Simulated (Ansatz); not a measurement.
A run of Ansatz (development build ahead of 0.2.0) on singlet MgS at this shape:

```xyz
2

Mg    0.0000    0.0000    0.0000
S     0.0000    0.0000    2.0358
```

Its results:

```yaml
Converged: yes
Reference_energy: -596.92329 hartree
Correlation_energy: -0.11832 hartree
Total_energy: -597.04161 hartree
Spin_squared_of_the_determinant: 1.009
Stability_test: minimum
Occupied_orbitals_by_symmetry_in_an_Abelian_subgroup_alpha;_beta: 9 A1 2 B1 3 B2; 8 A1 3 B1 3 B2
```

Messages of the program:
```
mean field -16243.11025479 eV, -596.9232918878 hartree, gradient 1.7e-6 eV, S^2 1.008841; 11 other ends of a descent, 0 dependent functions left out
```

Problem. Which input gives this output? Name the method, the orbitals and the basis set, and write the input.

Solution. UHF-MP2 in def2-SVP.

```yaml
crystal:
  periodic: [false, false, false]
  atoms:
    - { symbol: Mg, position_ang: [0.0, 0.0, 0.0] }
    - { symbol: S, position_ang: [0.0, 0.0, 2.03585] }
basis:
  gaussian: { orbitals: def2-SVP }
magnetization:
  spin_polarized: true
hamiltonian:
  xc: hf
correlation:
  method: mp2
  frozen_orbitals: { Mg: 1, S: 5 }
```

Caution: the unrestricted determinant is a mixture of spin states; a plain start can end on a higher determinant; another reference gives a lower total.
